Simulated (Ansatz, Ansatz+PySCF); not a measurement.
```xyz
2

S     0.0000    0.0000   -0.0736
H     0.0000    0.0000    1.1776
```

RHF on singlet SH(-) was run in several spherical basis sets with Ansatz (development build ahead of 0.2.0). Caution: no diffuse functions for an anion.

(1) Rank the basis sets by the total energy that they give, lowest first, with the distance from the lowest.
A. def2-SVP
B. def2-TZVP
C. cc-pVDZ
D. cc-pVTZ
E. 6-31G(d)

## Answers

(1) D (0.00 eV), B (0.17 eV), C (0.78 eV), E (1.17 eV), A (4.54 eV).

Totals follow the description of the cores as much as that of the bonds, so this order isn't one of quality for chemistry.
